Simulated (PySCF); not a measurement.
# C2H3B: NMR shifts at several levels of theory, part 2 of 2

PySCF 2.14.0. Atoms count from 0. Earlier steps stand in the parts before.

## 11. Shielding tensors: PBE0/6-31G*

Job settings and geometry (Å):

```
{"job": {"kind": "nmr", "xc": "PBE0", "basis": "6-31G*", "pop": true}, "charge": 0, "multiplicity": 1}
B     -1.123593     0.036791     0.029177
C      0.379115    -0.026532     0.140024
C      1.595565    -0.087124     0.223689
H     -1.810843    -0.634090     0.760190
H     -1.638125     0.757219    -0.790384
H      2.667250    -0.138303     0.297894
```

Level: GIAO PBE0/6-31G* NMR shielding, non-relativistic, gas phase.

Standard output:

```text
coarse grid: 5120 points
cycle   1  E = -102.6299290404  dE =  1.218e-01  |g| = 2.853e-01  |ddm| = 2.348e+00
cycle   2  E = -102.6184476032  dE =  1.148e-02  |g| = 3.546e-01  |ddm| = 6.248e-01
cycle   3  E = -102.6485847967  dE = -3.014e-02  |g| = 1.364e-01  |ddm| = 3.949e-01
cycle   4  E = -102.6534431858  dE = -4.858e-03  |g| = 2.267e-02  |ddm| = 1.228e-01
cycle   5  E = -102.6536052789  dE = -1.621e-04  |g| = 4.298e-03  |ddm| = 2.797e-02
cycle   6  E = -102.6536121415  dE = -6.863e-06  |g| = 4.929e-04  |ddm| = 5.074e-03
final grid: 49744 points
cycle   7  E = -102.6319415369  dE = -9.800e-06  |g| = 3.132e-03  |ddm| = 1.448e-02
cycle   8  E = -102.6319421992  dE = -6.623e-07  |g| = 2.884e-03  |ddm| = 6.933e-03
cycle   9  E = -102.6319446517  dE = -2.453e-06  |g| = 7.630e-04  |ddm| = 3.358e-03
cycle  10  E = -102.6319448073  dE = -1.556e-07  |g| = 2.629e-04  |ddm| = 8.062e-04
cycle  11  E = -102.6319448248  dE = -1.746e-08  |g| = 2.207e-05  |ddm| = 2.016e-04
cycle  12  E = -102.6319448250  dE = -2.125e-10  |g| = 3.765e-06  |ddm| = 3.208e-05
converged SCF energy = -102.6319448250

GIAO shielding tensors (ppm)
atom      isotropic    diamagn.    paramagn.     s11        s22        s33       span
  0 B       46.850     201.326    -154.476    -17.867     17.297    141.120    158.987
  1 C      107.772     250.483    -142.711     12.502     18.222    292.591    280.089
  2 C       60.547     272.139    -211.592     28.011     49.689    103.941     75.930
  3 H       24.976      29.548      -4.571     21.233     26.126     27.570      6.337
  4 H       24.981      29.751      -4.770     21.233     26.130     27.581      6.348
  5 H       26.427      29.257      -2.830     25.516     25.931     27.833      2.317
```

Wall time 1.8 s (1 thread of Intel Xeon Platinum 8488C, shared host); peak memory 0.37 GiB.

In short: δ C2 133.6, C1 86.4, B0 65.4, H3 6.98, H5 5.54 ppm (means over like atoms).

## 12. Shielding tensors: PBE0/6-311+G(2d,p)

Settings changed since step 11:

```diff
@@ -1,2 +1,2 @@
-{"job": {"kind": "nmr", "xc": "PBE0", "basis": "6-31G*", "pop": true}, "charge": 0, "multiplicity": 1}
+{"job": {"kind": "nmr", "xc": "PBE0", "basis": "6-311+G(2d,p)", "pop": true}, "charge": 0, "multiplicity": 1}
 B     -1.123593     0.036791     0.029177
```

With the program's defaults for keys left out, this is: GIAO PBE0/6-311+G(2d,p) NMR shielding, non-relativistic, gas phase.

Standard output:

```text
coarse grid: 5120 points
cycle   1  E = -102.6433251429  dE =  1.203e-01  |g| = 2.868e-01  |ddm| = 2.187e+00
cycle   2  E = -102.6288181927  dE =  1.451e-02  |g| = 3.705e-01  |ddm| = 5.693e-01
cycle   3  E = -102.6619829894  dE = -3.316e-02  |g| = 1.308e-01  |ddm| = 2.884e-01
cycle   4  E = -102.6661940432  dE = -4.211e-03  |g| = 2.744e-02  |ddm| = 8.731e-02
cycle   5  E = -102.6664145528  dE = -2.205e-04  |g| = 5.009e-03  |ddm| = 2.669e-02
cycle   6  E = -102.6664236567  dE = -9.104e-06  |g| = 6.163e-04  |ddm| = 4.754e-03
final grid: 49744 points
cycle   7  E = -102.6630634719  dE = -1.596e-05  |g| = 3.112e-03  |ddm| = 2.750e-02
cycle   8  E = -102.6630633672  dE =  1.047e-07  |g| = 3.140e-03  |ddm| = 6.705e-03
cycle   9  E = -102.6630658828  dE = -2.516e-06  |g| = 1.086e-03  |ddm| = 3.061e-03
cycle  10  E = -102.6630661848  dE = -3.021e-07  |g| = 3.275e-04  |ddm| = 7.472e-04
cycle  11  E = -102.6630662113  dE = -2.646e-08  |g| = 4.269e-05  |ddm| = 1.990e-04
cycle  12  E = -102.6630662119  dE = -6.230e-10  |g| = 5.528e-06  |ddm| = 4.792e-05
converged SCF energy = -102.6630662119

GIAO shielding tensors (ppm)
atom      isotropic    diamagn.    paramagn.     s11        s22        s33       span
  0 B       34.398     188.873    -154.475    -38.491      3.628    138.057    176.548
  1 C       89.084     268.786    -179.701    -14.825    -12.537    294.615    309.440
  2 C       41.101     266.459    -225.358      4.126     28.114     91.063     86.938
  3 H       24.566      28.253      -3.687     20.491     26.311     26.895      6.404
  4 H       24.571      28.291      -3.720     20.490     26.317     26.907      6.417
  5 H       25.715      30.128      -4.412     24.642     25.221     27.283      2.642
```

It took 3.8 s on 1 thread of Intel Xeon Platinum 8488C, shared host; peak memory 0.38 GiB.

This run: δ C2 145.3, C1 97.4, B0 68.0, H3 6.94, H5 5.79 ppm (means over like atoms).

## 13. NMR shieldings: PBE0/def2-SVP

Settings changed since step 12:

```diff
@@ -1,2 +1,2 @@
-{"job": {"kind": "nmr", "xc": "PBE0", "basis": "6-311+G(2d,p)", "pop": true}, "charge": 0, "multiplicity": 1}
+{"job": {"kind": "nmr", "xc": "PBE0", "basis": "def2-SVP", "pop": true}, "charge": 0, "multiplicity": 1}
 B     -1.123593     0.036791     0.029177
```

Level: GIAO PBE0/def2-SVP NMR shielding, non-relativistic, gas phase.

Standard output:

```text
coarse grid: 5120 points
cycle   1  E = -102.5201606816  dE =  1.001e-01  |g| = 2.630e-01  |ddm| = 2.685e+00
cycle   2  E = -102.5068793248  dE =  1.328e-02  |g| = 3.463e-01  |ddm| = 6.716e-01
cycle   3  E = -102.5361729006  dE = -2.929e-02  |g| = 1.253e-01  |ddm| = 3.637e-01
cycle   4  E = -102.5402764996  dE = -4.104e-03  |g| = 2.265e-02  |ddm| = 1.094e-01
cycle   5  E = -102.5404402125  dE = -1.637e-04  |g| = 4.030e-03  |ddm| = 2.982e-02
cycle   6  E = -102.5404465998  dE = -6.387e-06  |g| = 4.657e-04  |ddm| = 5.967e-03
final grid: 49744 points
cycle   7  E = -102.5586870390  dE = -1.079e-05  |g| = 2.756e-03  |ddm| = 1.493e-02
cycle   8  E = -102.5586873210  dE = -2.820e-07  |g| = 2.678e-03  |ddm| = 6.925e-03
cycle   9  E = -102.5586894284  dE = -2.107e-06  |g| = 7.968e-04  |ddm| = 3.368e-03
cycle  10  E = -102.5586896033  dE = -1.748e-07  |g| = 2.161e-04  |ddm| = 7.203e-04
cycle  11  E = -102.5586896151  dE = -1.182e-08  |g| = 2.053e-05  |ddm| = 1.982e-04
cycle  12  E = -102.5586896153  dE = -2.025e-10  |g| = 5.002e-06  |ddm| = 3.761e-05
converged SCF energy = -102.5586896153

GIAO shielding tensors (ppm)
atom      isotropic    diamagn.    paramagn.     s11        s22        s33       span
  0 B       42.149     199.620    -157.471    -25.252      9.940    141.758    167.010
  1 C      103.467     251.821    -148.354      6.838     10.525    293.039    286.200
  2 C       54.429     258.756    -204.327     21.491     45.827     95.969     74.478
  3 H       24.385      29.300      -4.914     20.370     25.878     26.908      6.539
  4 H       24.390      29.482      -5.092     20.369     25.882     26.920      6.552
  5 H       25.622      31.751      -6.129     24.750     25.158     26.958      2.208
```

It took 2.1 s on 1 thread of Intel Xeon Platinum 8488C, shared host; peak memory 0.38 GiB.

In short: δ C2 139.3, C1 90.3, B0 68.5, H3 6.95, H5 5.72 ppm (means over like atoms).

## 14. Shielding tensors: PBE0/def2-TZVP

Settings changed since step 13:

```diff
@@ -1,2 +1,2 @@
-{"job": {"kind": "nmr", "xc": "PBE0", "basis": "def2-SVP", "pop": true}, "charge": 0, "multiplicity": 1}
+{"job": {"kind": "nmr", "xc": "PBE0", "basis": "def2-TZVP", "pop": true}, "charge": 0, "multiplicity": 1}
 B     -1.123593     0.036791     0.029177
```

Level: GIAO PBE0/def2-TZVP NMR shielding, non-relativistic, gas phase.

Standard output:

```text
coarse grid: 5120 points
cycle   1  E = -102.6516094656  dE =  1.182e-01  |g| = 3.017e-01  |ddm| = 2.066e+00
cycle   2  E = -102.6370978357  dE =  1.451e-02  |g| = 3.784e-01  |ddm| = 5.325e-01
cycle   3  E = -102.6713385542  dE = -3.424e-02  |g| = 1.369e-01  |ddm| = 2.779e-01
cycle   4  E = -102.6759113136  dE = -4.573e-03  |g| = 3.038e-02  |ddm| = 8.233e-02
cycle   5  E = -102.6761777644  dE = -2.665e-04  |g| = 5.198e-03  |ddm| = 2.308e-02
cycle   6  E = -102.6761874738  dE = -9.709e-06  |g| = 6.545e-04  |ddm| = 5.427e-03
final grid: 49744 points
cycle   7  E = -102.6714012483  dE = -1.836e-05  |g| = 3.324e-03  |ddm| = 5.485e-02
cycle   8  E = -102.6714009244  dE =  3.238e-07  |g| = 3.414e-03  |ddm| = 5.100e-03
cycle   9  E = -102.6714038437  dE = -2.919e-06  |g| = 1.217e-03  |ddm| = 2.600e-03
cycle  10  E = -102.6714042241  dE = -3.804e-07  |g| = 3.458e-04  |ddm| = 7.847e-04
cycle  11  E = -102.6714042535  dE = -2.940e-08  |g| = 4.647e-05  |ddm| = 2.035e-04
cycle  12  E = -102.6714042542  dE = -7.156e-10  |g| = 5.850e-06  |ddm| = 4.621e-05
converged SCF energy = -102.6714042542

GIAO shielding tensors (ppm)
atom      isotropic    diamagn.    paramagn.     s11        s22        s33       span
  0 B       33.685     195.751    -162.066    -39.370      2.113    138.311    177.681
  1 C       88.807     265.495    -176.688    -14.837    -12.968    294.224    309.061
  2 C       41.055     267.977    -226.922      4.498     28.701     89.965     85.467
  3 H       24.543      28.456      -3.912     20.414     26.341     26.875      6.460
  4 H       24.549      28.626      -4.078     20.413     26.347     26.886      6.473
  5 H       25.700      29.941      -4.242     24.663     25.258     27.178      2.514
```

Run time: 5.2 s. Hardware: 1 thread of Intel Xeon Platinum 8488C, shared host; peak memory 0.41 GiB.

This run: δ C2 145.6, C1 97.8, B0 68.9, H3 6.94, H5 5.78 ppm (means over like atoms).

## 15. Run by run: NMR shifts

Shifts (ppm), means over like atoms, with basis size and wall time:

| run | C2 | C1 | H3 | H5 | B0 | functions | time |
| --- | --- | --- | --- | --- | --- | --- | --- |
| WP04/pcSseg-2 | 135.4 | 94.5 | 5.78 | 4.95 | 65.0 | 150 | 5 s |
| B97-2/pcSseg-2 | 143.9 | 98.1 | 6.56 | 5.57 | 67.3 | 150 | 5 s |
| BHandHLYP/pcSseg-2 | 149.0 | 93.3 | 6.40 | 5.70 | 70.0 | 150 | 4.9 s |
| CAM-B3LYP/pcSseg-2 | 151.7 | 98.2 | 6.69 | 5.75 | 75.0 | 150 | 6.4 s |
| wB97X-D/pcSseg-2 | 148.3 | 96.9 | 6.56 | 5.57 | 68.3 | 150 | 6.1 s |
| LC-wPBE/pcSseg-2 | 154.9 | 96.6 | 6.83 | 5.56 | 77.8 | 150 | 8.9 s |
| PBE0/STO-3G | 122.3 | 75.1 | 6.62 | 6.05 | 71.1 | 18 | 0.84 s |
| PBE0/6-31G | 137.7 | 91.6 | 7.71 | 6.04 | 64.8 | 33 | 1.5 s |
| PBE0/6-31G* | 133.6 | 86.4 | 6.98 | 5.54 | 65.4 | 48 | 1.8 s |
| PBE0/6-311+G(2d,p) | 145.3 | 97.4 | 6.94 | 5.79 | 68.0 | 99 | 3.8 s |
| PBE0/def2-SVP | 139.3 | 90.3 | 6.95 | 5.72 | 68.5 | 57 | 2.1 s |
| PBE0/def2-TZVP | 145.6 | 97.8 | 6.94 | 5.78 | 68.9 | 111 | 5.2 s |

## 16. Results

The summary covers parts 1 to 2.

| quantity | value |
| --- | --- |
| point group | C2v |
| rotational constants (main isotopes) | 229.47, 8.89, 8.56 GHz |
| 13C shifts against TMS (WP04/pcSseg-2) | 135.4, 94.5 ppm |
| 1H shifts against TMS (WP04/pcSseg-2, means over atoms taken as alike) | 5.78, 4.95 ppm |
| 11B shifts against BF3·OEt2 (WP04/pcSseg-2) | 65.0 ppm |
| range of the shift of C2 | 122.3 to 154.9 ppm |
| property runs in this session | 12, of which 0 failed and 1 gave unsound results |

In words: Single values in the summary come from the first run of each kind that ended normally (WP04/pcSseg-2), which need not be the best level. The start was shaken at random, so part of the energy gained undoes that. Over 6 steps the energy fell by 0.622 eV; of the close pairs, B0–H3 changed most, 1.088 to 1.207 Å. At WP04/pcSseg-2: The widest tensor belongs to C1: span 314 ppm, with a paramagnetic part of -187 ppm. In ppm, C2 moves most: its shift spreads over 32.5 ppm, from 122.3 (PBE0/STO-3G) to 154.9 (LC-wPBE/pcSseg-2). A minimal basis is unusable for shieldings, so that end is no result.
